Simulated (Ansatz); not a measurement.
Tetragonal perovskite BaTiO3 (room-temperature form, which distorts further on cooling) was calculated with r²SCAN in Ansatz (plane waves, PAW).

Settings: plane-wave cutoff 600 eV, 6×6×6 k mesh, finite displacements, no spin polarisation, scalar-relativistic PAW data made under PBE.

Computed at the level's own relaxed cell.

Q: Predict the electronic dielectric constant ε∞ (mean over three axes).

A: 
- electronic dielectric constant ε∞ (mean over three axes): 5.45

Measured, for comparison: high-frequency dielectric constant 5.15 (room temperature, copied from a table, unchecked, long-wavelength limit of the electronic terms of a dispersion formula fitted to measured refractive indices over 0.4-0.7 um; lattice terms left out, mean of the two values across and the one along c; as tabulated in Wemple et al. (1968), doi:10.1016/0022-3697(68)90164-9). Computed (rounded) less measured: high-frequency dielectric constant not scored (unchecked).

Note: the relaxation could not lower the start's symmetry, so the cell can be a saddle point above a distorted one; the run finds an imaginary mode (131i cm⁻¹), so the cell is a saddle point at this level.

Spin–orbit coupling is not included.

Ansatz is a quantum-chemistry and plane-wave program.
